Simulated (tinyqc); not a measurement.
UHF in the sto-3g basis, for OH+, spin multiplicity 3, step by step. One step of it, computed by the program tinyqc.

Task: Iteration 3: building the Fock matrix. J_ij = sum D_kl (ij|kl) with D = D(alpha) + D(beta), K_ij = sum D_kl (ik|jl) for each spin; F = H + J - K(s); E = tr D H + tr D J / 2 - 0.5 sum_s tr D(s) K(s) + E_nn.

D(alpha) after iteration 2:
```
            1O 1s      1O 2s    1O 2px    1O 2py     1O 2pz      2H 1s
1O 1s    1.058459  -0.247990  0.000000  0.000000   0.023946  -0.003192
1O 2s   -0.247990   1.063508  0.000000  0.000000  -0.137508  -0.033107
1O 2px   0.000000   0.000000  1.000000  0.000000   0.000000   0.000000
1O 2py   0.000000   0.000000  0.000000  1.000000   0.000000   0.000000
1O 2pz   0.023946  -0.137508  0.000000  0.000000   0.678429   0.300740
2H 1s   -0.003192  -0.033107  0.000000  0.000000   0.300740   0.134117
```

D(beta) after iteration 2:
```
            1O 1s      1O 2s    1O 2px    1O 2py     1O 2pz      2H 1s
1O 1s    1.056510  -0.238084  0.000000  0.000000   0.036291  -0.014670
1O 2s   -0.238084   1.016140  0.000000  0.000000  -0.193723   0.005931
1O 2px   0.000000   0.000000  0.000000  0.000000   0.000000   0.000000
1O 2py   0.000000   0.000000  0.000000  0.000000   0.000000   0.000000
1O 2pz   0.036291  -0.193723  0.000000  0.000000   0.614539   0.331181
2H 1s   -0.014670   0.005931  0.000000  0.000000   0.331181   0.191287
```

core Hamiltonian H = T + V (hartree):
```
             1O 1s      1O 2s     1O 2px     1O 2py     1O 2pz      2H 1s
1O 1s   -32.105234  -7.467070   0.000000   0.000000  -0.012194  -1.281683
1O 2s    -7.467070  -8.730859   0.000000   0.000000  -0.148451  -2.848728
1O 2px    0.000000   0.000000  -6.906016   0.000000   0.000000   0.000000
1O 2py    0.000000   0.000000   0.000000  -6.906016   0.000000   0.000000
1O 2pz   -0.012194  -0.148451   0.000000   0.000000  -7.000125  -2.096135
2H 1s    -1.281683  -2.848728   0.000000   0.000000  -2.096135  -4.298481
```

Two-electron integrals (ij|kl) in chemists' order, unique and non-zero (hartree):
```
(11|11) 4.785065   (21|11) 0.741380   (21|21) 0.136873   (22|11) 1.118947
(22|21) 0.256633   (22|22) 0.817206   (31|31) 0.024477   (32|31) 0.037809
(32|32) 0.180518   (33|11) 1.115814   (33|21) 0.256684   (33|22) 0.817023
(33|33) 0.880159   (41|41) 0.024477   (42|41) 0.037809   (42|42) 0.180518
(43|43) 0.047444   (44|11) 1.115814   (44|21) 0.256684   (44|22) 0.817023
(44|33) 0.785270   (44|44) 0.880159   (51|51) 0.024477   (52|51) 0.037809
(52|52) 0.180518   (53|53) 0.047444   (54|54) 0.047444   (55|11) 1.115814
(55|21) 0.256684   (55|22) 0.817023   (55|33) 0.785270   (55|44) 0.785270
(55|55) 0.880159   (61|11) 0.127781   (61|21) 0.023405   (61|22) 0.043645
(61|33) 0.043559   (61|44) 0.043559   (61|51) 0.001077   (61|52) 0.002025
(61|55) 0.043822   (61|61) 0.004054   (62|11) 0.324906   (62|21) 0.075514
(62|22) 0.267936   (62|33) 0.263273   (62|44) 0.263273   (62|51) 0.005680
(62|52) 0.044212   (62|55) 0.276999   (62|61) 0.013180   (62|62) 0.110673
(63|31) 0.007729   (63|32) 0.045618   (63|53) 0.009078   (63|63) 0.015402
(64|41) 0.007729   (64|42) 0.045618   (64|54) 0.009078   (64|64) 0.015402
(65|11) 0.239968   (65|21) 0.056472   (65|22) 0.213920   (65|33) 0.204315
(65|44) 0.204315   (65|51) 0.011438   (65|52) 0.078857   (65|55) 0.232888
(65|61) 0.010272   (65|62) 0.107363   (65|65) 0.118346   (66|11) 0.478575
(66|21) 0.113027   (66|22) 0.461128   (66|33) 0.442833   (66|44) 0.442833
(66|51) 0.010586   (66|52) 0.114973   (66|55) 0.497139   (66|61) 0.019881
(66|62) 0.244595   (66|65) 0.270761   (66|66) 0.774606
```

nuclear repulsion = 3.91983119 hartree

Give: Coulomb J; exchange K(alpha); exchange K(beta); F(alpha); F(beta); total energy of this density.

Result:

Coulomb J (hartree):
```
         1O 1s  1O 2s  1O 2px  1O 2py  1O 2pz  2H 1s
1O 1s   15.838  2.917   0.000   0.000  -0.005  0.499
1O 2s    2.917  6.911   0.000   0.000   0.020  2.236
1O 2px   0.000  0.000   6.877   0.000   0.000  0.000
1O 2py   0.000  0.000   0.000   6.877   0.000  0.000
1O 2pz  -0.005  0.020   0.000   0.000   6.958  1.788
2H 1s    0.499  2.236   0.000   0.000   1.788  3.895
```

exchange K(alpha) (hartree):
```
        1O 1s   1O 2s  1O 2px  1O 2py  1O 2pz  2H 1s
1O 1s   4.907   0.847   0.000   0.000   0.002  0.153
1O 2s   0.847   1.393   0.000   0.000  -0.017  0.471
1O 2px  0.000   0.000   1.163   0.000   0.000  0.000
1O 2py  0.000   0.000   0.000   1.163   0.000  0.000
1O 2pz  0.002  -0.017   0.000   0.000   1.042  0.389
2H 1s   0.153   0.471   0.000   0.000   0.389  0.448
```

exchange K(beta) (hartree):
```
        1O 1s   1O 2s  1O 2px  1O 2py  1O 2pz  2H 1s
1O 1s   4.855   0.769   0.000   0.000   0.001  0.137
1O 2s   0.769   1.015   0.000   0.000  -0.044  0.391
1O 2px  0.000   0.000   0.230   0.000   0.000  0.000
1O 2py  0.000   0.000   0.000   0.230   0.000  0.000
1O 2pz  0.001  -0.044   0.000   0.000   0.910  0.377
2H 1s   0.137   0.391   0.000   0.000   0.377  0.472
```

F(alpha) (hartree):
```
          1O 1s   1O 2s  1O 2px  1O 2py  1O 2pz   2H 1s
1O 1s   -21.175  -5.396   0.000   0.000  -0.019  -0.935
1O 2s    -5.396  -3.213   0.000   0.000  -0.111  -1.084
1O 2px    0.000   0.000  -1.193   0.000   0.000   0.000
1O 2py    0.000   0.000   0.000  -1.193   0.000   0.000
1O 2pz   -0.019  -0.111   0.000   0.000  -1.084  -0.697
2H 1s    -0.935  -1.084   0.000   0.000  -0.697  -0.851
```

F(beta) (hartree):
```
          1O 1s   1O 2s  1O 2px  1O 2py  1O 2pz   2H 1s
1O 1s   -21.122  -5.319   0.000   0.000  -0.018  -0.919
1O 2s    -5.319  -2.835   0.000   0.000  -0.085  -1.004
1O 2px    0.000   0.000  -0.259   0.000   0.000   0.000
1O 2py    0.000   0.000   0.000  -0.259   0.000   0.000
1O 2pz   -0.018  -0.085   0.000   0.000  -0.952  -0.685
2H 1s    -0.919  -1.004   0.000   0.000  -0.685  -0.876
```

total energy of this density = -74.04834 hartree
